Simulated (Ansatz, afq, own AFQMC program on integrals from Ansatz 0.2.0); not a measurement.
# Where AFQMC and coupled cluster stand for CH$_{2}$Al, doublet

```xyz
4

Al    0.0000    0.0000    0.9400
C     0.0000    0.0000   -1.7180
H     0.0000   -0.8961   -2.3463
H     0.0000    0.8961   -2.3463
```

Connectivity, by distances: Al ··· CH2.

Basis cc-pVDZ. Noble-gas cores (and the filled d shells of Ga–Kr and In–Xe) are frozen. Integrals, coupled cluster, full CI and functionals: Ansatz 0.2.0; the random walks run on the same integrals in our own AFQMC program. The CISD trial takes its coefficients from CCSD amplitudes. Released means that phaseless walkers are propagated on without the constraint, phases kept. Error bars are statistical, one sigma.

Determinant: UHF, the one that the program's search chose, which needn't be the lowest solution. The geometry is a point of a scan.

No full CI on the walks' own integrals is used here; CCSDT(Q) serves as the reference and is uncertain by about the last step of the cluster series.

Cautions: unrestricted determinant spin contaminated (⟨S²⟩ 0.87 against 0.75).

The T1 diagnostic is 0.0392. The weight of the determinant in the CISD state is 0.845 and the ⟨S²⟩ of the determinant is 0.872. The size of the correlated space is 9 electrons in 36 orbitals.

Reference: CCSDT(Q), correlation energy -5.593 eV. The released energy is read at 2.40 1/Eh (meV from the phaseless value at times in 1/Eh: -21 ± 23 at 0.24, 0 ± 14 at 0.51, -16 ± 20 at 0.99, -24 ± 18 at 1.62, -21 ± 27 at 2.40).

| level | E − E(reference) (kJ/mol) | share of correlation (%) |
| --- | --- | --- |
| HF | 539.6 | 0.00 |
| MP2 | 120.6 | 77.65 |
| CCSD | 20.8 | 96.14 |
| CCSD(T) | 5.4 | 99.01 |
| CCSDT | 1.4 | 99.74 |
| ph-AFQMC/HF | -17.5 ± 4.8 | 103.25 |
| ph-AFQMC/CISD | 1.8 ± 1.8 | 99.66 |
| released AFQMC | -0.2 ± 2.6 | 100.03 |

A walk keeps the symmetry of its determinant, which the program's search chose and which needn't be the lowest solution, so a lower state of the same spin and another symmetry isn't excluded. Released energies are given only where the last usable release times agree within the noise; a slower fall can still hide under it.
